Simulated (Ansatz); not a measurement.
One stationary structure of Al. Space group Fm-3m (No. 225), fcc (Cu type). All values below come from r2SCAN (plane waves to 500 eV, PAW, scalar-relativistic; Ansatz, a first-principles code).

```xyz
1
Lattice="0.0000 1.9957 1.9957 1.9957 0.0000 1.9957 1.9957 1.9957 0.0000" Properties=species:S:1:pos:R:3 pbc="T T T"
Al     0.0000     0.0000     0.0000
```

| Quantity | Value |
|---|---|
| Volume per atom | 15.90 Å³ |
| Band gap | no gap (metallic) |
| Shortest distances | Al–Al 2.82 Å |
| k-mesh | 20×20×20 |

No spin polarisation in the result.

Measured for Al: a 4.018 Å (static lattice; corrected from measurement; as listed in Daniel Mejia-Rodriguez, S. B. Trickey, Phys. Rev. B (2018)). Computed minus measured — a: r2SCAN -0.7 %. The computed values are for a static lattice.

The run could not lose the symmetry of its start.

It was reached from a disturbed copy of a Pm-3m (No. 221) cell (simple cubic type), against which it lies -0.46 eV/atom.
